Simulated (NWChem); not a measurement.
Everything below was run with NWChem. System: formic acid (CH2O2), charge 0, spin multiplicity 1, at a geometry optimised with PBE0/def2-SVP. Level: EOM-CCSD/def2-SVPD, 3 core orbitals frozen.

Output (cleaned and shortened):

```
             Northwest Computational Chemistry Package (NWChem) 7.3.0
             --------------------------------------------------------

                                NWChem Input Module
                                -------------------

 Scaling coordinates for geometry "geometry" by  1.889725989
 (inverse scale =  0.529177249)

 Turning off AUTOSYM since
 SYMMETRY directive was detected!

                             Geometry "geometry" -> ""
                             -------------------------

 Output coordinates in angstroms (scale by  1.889725989 to convert to a.u.)

  No.       Tag          Charge          X              Y              Z
 ---- ---------------- ---------- -------------- -------------- --------------
    1 O                    8.0000     0.74412200     0.82757600     0.00000000
    2 C                    6.0000     0.17728400    -0.37762000     0.00000000
    3 O                    8.0000    -1.00064700    -0.58424800     0.00000000
    4 H                    1.0000     0.02446900     1.48056100     0.00000000
    5 H                    1.0000     0.96402500    -1.16146500     0.00000000

 Effective nuclear repulsion energy (a.u.)      70.5269706105

            Nuclear Dipole moment (a.u.)
            ----------------------------
        X                 Y               Z
 ---------------- ---------------- ----------------
    -0.0000037795     0.0000000000     0.0000000000

      Symmetry information
      --------------------

 Group name             Cs
 Group number              2
 Group order               2
 No. of unique centers     5

      Symmetry unique atoms

     1    2    3    4    5


 Summary of "ao basis" -> "" (spherical)
 ------------------------------------------------------------------------------
       Tag                 Description            Shells   Functions and Types
 ---------------- ------------------------------  ------  ---------------------
 *                         def2-svpd                  on all atoms

 Summary of "ao basis" -> "ao basis" (spherical)
 ------------------------------------------------------------------------------
       Tag                 Description            Shells   Functions and Types
 ---------------- ------------------------------  ------  ---------------------
 O                         def2-svpd                 9       23   4s3p2d
 C                         def2-svpd                 8       20   4s2p2d
 H                         def2-svpd                 4        8   2s2p
[...]
 Iteration   4 using    8 trial vectors
   0.0562694778536   0.3330032554873    9.06148
   0.0352222598046   0.3748950795457   10.20142     1.4     1.4

 Iteration   5 using   10 trial vectors
   0.0284307155534   0.3300852809800    8.98208
   0.0184080047119   0.3734106704165   10.16103     1.4     1.4

 Iteration   6 using   12 trial vectors
   0.0165955089825   0.3296375539898    8.96990
   0.0103297646257   0.3731856866117   10.15490     1.5     1.5

 Iteration   7 using   14 trial vectors
   0.0114424416863   0.3291542502945    8.95675
   0.0078213819730   0.3730028141203   10.14993     1.5     1.5

 Iteration   8 using   16 trial vectors
   0.0273423124857   0.3290509897847    8.95394
   0.0286819642898   0.3728346159727   10.14535     1.6     1.6

 Iteration   9 using   18 trial vectors
   0.2497216086337   0.2530245145729    6.88515
   0.0173954549518   0.3293869099682    8.96308     1.6     1.6

 Iteration  10 using   20 trial vectors
   0.1070799067356   0.2282668544018    6.21146
   0.0062408831281   0.3294600517337    8.96507     1.6     1.6

 Iteration  11 using   22 trial vectors
   0.0481964303618   0.2231835330223    6.07314
   0.0035822990408   0.3293837584002    8.96299     1.7     1.7

 Iteration  12 using   24 trial vectors
   0.0212278731572   0.2214168986123    6.02506
   0.0021022035647   0.3293990551387    8.96341     1.8     1.8

 Iteration  13 using   26 trial vectors
   0.0091109982731   0.2208454709629    6.00951
   0.0011242085881   0.3294002304701    8.96344     1.8     1.8

 Iteration  14 using   28 trial vectors
   0.0043136217192   0.2207289135013    6.00634
   0.0006788759868   0.3293818165156    8.96294     1.9     1.9

 Iteration  15 using   30 trial vectors
   0.0020205981040   0.2207052998016    6.00570
   0.0004402144891   0.3293917260605    8.96321     1.9     1.9

 Iteration  16 using   32 trial vectors
   0.0010391876856   0.2206973910332    6.00548
   0.0003357341627   0.3293869883169    8.96308     2.0     2.0

 Iteration  17 using   34 trial vectors
   0.0004737952996   0.2207019623292    6.00561
   0.0002475571158   0.3293873433458    8.96309     2.1     2.1

 Iteration  18 using   36 trial vectors
   0.0002138643051   0.2207014430917    6.00559
   0.0001892948991   0.3293901651261    8.96317     2.1     2.1

 Iteration  19 using   38 trial vectors
   0.0000938383348   0.2207007085255    6.00557
   0.0001349644436   0.3293888869715    8.96313     2.2     2.2

 Iteration  20 using   40 trial vectors
   0.0000396537330   0.2207011087947    6.00559
   0.0000823539726   0.3293887915567    8.96313     2.3     2.3

 Iteration  21 using   42 trial vectors
   0.0000155550348   0.2207009965007    6.00558
   0.0000483793525   0.3293889557107    8.96313     2.4     2.4

 Iteration  22 using   44 trial vectors
   0.0000067106841   0.2207008648112    6.00558
   0.0000289226483   0.3293887367288    8.96313     2.5     2.5

 Iteration  23 using   45 trial vectors
   0.0000045111506   0.2207008017682    6.00558
   0.0000176559117   0.3293887590794    8.96313     1.9     1.9

 Iteration  24 using   46 trial vectors
   0.0000039606311   0.2207007902637    6.00558
   0.0000101508055   0.3293888410186    8.96313     1.9     1.9

 Iteration  25 using   47 trial vectors
   0.0000038656254   0.2207007913301    6.00558
   0.0000059702239   0.3293888534723    8.96313     1.9     1.9
 --------------------------------------------------------------
 Iterations converged

 Excited state root  1
 Excitation energy / hartree =        0.220700674942298
                   / eV      =        6.005573485392222

 EOM-CCSD transition moments / hartree
 --------------------------------------------
 X    0.0000000 Y    0.0000000 Z    0.0683665
 Oscillator Strength                0.0006877
 --------------------------------------------

 EOM-CCSD dipole moments / hartree & Debye
 ------------------------------------
   X         0.1788525      0.4546012
   Y        -0.2342534     -0.5954172
   Z        -0.0000000     -0.0000000
 Total       0.2947251      0.7491221
 ------------------------------------

 Singles contributions
    15a"  (alpha) ---    12a'  (alpha)        0.7628056125
    17a"  (alpha) ---    12a'  (alpha)       -0.4438843759
    24a"  (alpha) ---    12a'  (alpha)        0.2335351706

 Doubles contributions

 Excited state root  2
 Excitation energy / hartree =        0.329388819992834
                   / eV      =        8.963129651736597

 Task  times  cpu:      151.9s     wall:      151.9s

 Total times  cpu:      151.9s     wall:      151.9s
```

Question: Write an NWChem input that would produce this output.

Answer: One answer among several that fit: 
```
start mol
memory heap 100 mb stack 700 mb global 1900 mb
geometry units angstroms nocenter noautoz
  O      0.744122     0.827576     0.000000
  C      0.177284    -0.377620     0.000000
  O     -1.000647    -0.584248     0.000000
  H      0.024469     1.480561     0.000000
  H      0.964025    -1.161465     0.000000
  symmetry group Cs
end
basis spherical
  * library def2-svpd
end
scf
  rhf
  nopen 0
  maxiter 100
  thresh 1e-7
  semidirect memsize 60000000 filesize 0
end
tce
  freeze core 3
  ccsd
  nroots 2
  2eorb
  2emet 13
  thresh 1e-5
  maxiter 200
  tilesize 24
  dipole
end
task tce energy
```
